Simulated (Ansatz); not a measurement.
# C3H4F2 (cis-1,2-difluorocyclopropane): CAM-B3LYP/def2-SVP

What is the vertical ionisation energy of C3H4F2 (cis-1,2-difluorocyclopropane) at CAM-B3LYP/def2-SVP? 

Program for the calculation: Ansatz 0.2.0.

50 further runs of the same task are left out: 50 set aside as unsound or not needed. Runs told in other sessions of the task aren't counted.

**1. The structure to begin with**

The species is C3H4F2 (9 atoms), meant as a singlet with charge 0. As SMILES, `FC1CC1F`. Geometry: relaxed at PBE0-D4/def2-TZVP.

Bond lengths: F1–C2 1.356 Å, C2–C3 1.495 Å, C2–C4 1.489 Å, C3–C4 1.495 Å, C4–F5 1.356 Å, C2–H6 1.084 Å, C3–H7 1.083 Å, C3–H8 1.084 Å, C4–H9 1.084 Å. Some angles: F1–C2–C3 117.2°, F1–C2–C4 117.5°, C3–C2–C4 60.1°, C2–C3–C4 59.7°, C2–C4–C3 60.1°, C2–C4–F5 117.4°, C3–C4–F5 117.2°, F1–C2–H6 112.2°, C3–C2–H6 120.8°, C4–C2–H6 119.9°.

**2. A single-point energy at CAM-B3LYP/def2-SVP**

Input file input.yaml:

```yaml
crystal:
  periodic: [false, false, false]
  atoms:
    - symbol: F
      position_ang: [-0.169600, 1.608000, -1.012600]
    - symbol: C
      position_ang: [0.216800, 0.825500, 0.025400]
    - symbol: C
      position_ang: [0.580500, -0.591100, -0.284000]
    - symbol: C
      position_ang: [-0.696000, -0.279700, 0.428900]
    - symbol: F
      position_ang: [-1.848900, -0.425100, -0.270300]
    - symbol: H
      position_ang: [0.755400, 1.385300, 0.781900]
    - symbol: H
      position_ang: [1.394400, -1.070200, 0.245000]
    - symbol: H
      position_ang: [0.461700, -0.872500, -1.323800]
    - symbol: H
      position_ang: [-0.820200, -0.522400, 1.478400]
basis:
  gaussian:
    orbitals: def2-SVP
hamiltonian:
  xc: {name: CAM-B3LYP}
accuracy: high
output: {orbitals: {seedname: orbitals}}
```

On the command line:

```sh
$ ansatz run input.yaml --threads 1 --pin off --max-ram 2610MiB --events-out events.jsonl --progress --plain --runs-dir runs
```

The log of the run:

```text
Warning: RAYON_NUM_THREADS=1 ignored (pool sized by the plan → 1); use --threads N
Functional definition: CAM-B3LYP
  name "CAM-B3LYP"
  parameter alpha = 0.19
  parameter beta = 0.46
  parameter omega = 0.33/bohr
  parameter ac = 0.81
  exchange = (1 - alpha - beta)*b88_x + beta*b88_x_sr(omega) + alpha*exact_x + beta*exact_x_lr(omega)
  correlation = (1 - ac)*vwn5_c + ac*lyp_c
2132 factors; integrals over basis functions are off by at most 3.5e-9 eV
350 factors; integrals over basis functions are off by at most 2.2e-9 eV
mean field evaluation 1: about -8596.0883 eV, gradient 3.5e1 eV
mean field evaluation 2: about -8597.0932 eV, gradient 2.8e1 eV
mean field evaluation 4: about -8598.5989 eV, gradient 1.6e0 eV
mean field evaluation 8: about -8598.7974 eV, gradient 6.1e-2 eV
mean field evaluation 16: about -8598.7974 eV, gradient 1.5e-5 eV
mean field -8598.79742628 eV, -315.9999769416 hartree, gradient 2.1e-8 eV, S^2 0.000000; 0 other end points of the search recorded, 0 dependent functions left out
reference -8598.79744273 eV, -315.9999775461 hartree; 20, 20 occupied and 70, 70 virtual orbitals, 2132 factors
Total energy: -8598.79744273 eV, -315.9999775461 hartree
```

Wall time 8.4 s (1 thread of Arm Neoverse V2, shared host); peak memory 0.33 GiB.

**3. The doublet cation, same level**

Input file job.yaml:

```yaml
crystal:
  periodic: [false, false, false]
  atoms:
    - {symbol: F, position_ang: [-0.169600, 1.608000, -1.012600]}
    - {symbol: C, position_ang: [0.216800, 0.825500, 0.025400]}
    - {symbol: C, position_ang: [0.580500, -0.591100, -0.284000]}
    - {symbol: C, position_ang: [-0.696000, -0.279700, 0.428900]}
    - {symbol: F, position_ang: [-1.848900, -0.425100, -0.270300]}
    - {symbol: H, position_ang: [0.755400, 1.385300, 0.781900]}
    - {symbol: H, position_ang: [1.394400, -1.070200, 0.245000]}
    - {symbol: H, position_ang: [0.461700, -0.872500, -1.323800]}
    - {symbol: H, position_ang: [-0.820200, -0.522400, 1.478400]}
basis:
  gaussian: {orbitals: def2-SVP}
total_charge: 1
magnetization: {spin_polarized: true, initial_magnetization: 1}
hamiltonian: {xc: {name: CAM-B3LYP}}
accuracy: high
output: {orbitals: {seedname: orbitals}}
```

On the command line:

```sh
$ ansatz run job.yaml --threads 1 --pin off --max-ram 2610MiB --events-out events.jsonl --progress --plain --runs-dir runs
```

The log of the run, cut to the lines that bear on the results:

```text
Warning: RAYON_NUM_THREADS=1 ignored (pool sized by the plan → 1); use --threads N
[... 2 set-up lines as earlier in the session ...]
[...]
2130 factors; integrals over basis functions are off by at most 3.5e-9 eV
350 factors; integrals over basis functions are off by at most 2.2e-9 eV
[...]
mean field -8588.02549222 eV, -315.6041156664 hartree, gradient 2.6e-8 eV, S^2 0.754634; 2 other end points of the search recorded, 0 dependent functions left out
reference -8588.02550834 eV, -315.6041162588 hartree; 20, 19 occupied and 70, 71 virtual orbitals, 2130 factors
Total energy: -8588.02550834 eV, -315.6041162588 hartree
```

It took 27 s on 1 thread of Arm Neoverse V2, shared host; peak memory 0.47 GiB.

**4. Summary of results**

At CAM-B3LYP/def2-SVP:

```
                                          quantity          value
                      singlet C3H4F2: total energy  -315.99998 Eh
                       singlet C3H4F2: HOMO energy       -9.52 eV
                       singlet C3H4F2: LUMO energy        2.49 eV
                     singlet C3H4F2: HOMO–LUMO gap       12.01 eV
                      doublet cation: total energy  -315.60412 Eh
doublet cation: HOMO energy (highest over α and β)      -17.22 eV
 doublet cation: LUMO energy (lowest over α and β)      -12.02 eV
                              doublet cation: ⟨S²⟩          0.755
vertical ionisation energy (to the doublet cation)      10.772 eV
```

**Reading.** The vertical ionisation energy comes to 10.77 eV (248 kcal/mol). The negative HOMO energy of the first species, 9.52 eV, lies 1.25 eV below that difference.
